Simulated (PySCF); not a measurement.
Working with the constants of AlF

RHF-CCSD(T) constants of AlF, ¹Σ⁺ (singlet), closed shell (basis Al def2-TZVPP, F def2-TZVPP; no relativity; PySCF 2.14; masses 26.9815 and 18.9984 u):

```
ωe              : 796.7 cm⁻¹
ωexe            : 4.44 cm⁻¹
Be              : 0.54564 cm⁻¹
αe              : 0.00475 cm⁻¹
D (centrifugal) : 1.02e-06 cm⁻¹
De to Al + F    : 6.83 eV
```

(1) Estimate the standard entropy (1 bar) and heat capacity of the ideal gas at 500 K, rigid rotor with B0 and harmonic oscillator at the fundamental.

Correlated steps freeze 6 core orbitals. Where the molecule has an RHF reference, its open-shell atoms are computed with UHF.

Results:

(1) Translation (Sackur–Tetrode, M = 45.98 u): 167.3 J/(mol K). Rotation: q = kT/(σB0) = 640 with σ = 1, 62.0. Vibration: x = hcν0/kT = 2.27, 3.09. S° = 232.5 J/(mol K); Cp = 7R/2 + 5.51 = 34.6 J/(mol K).
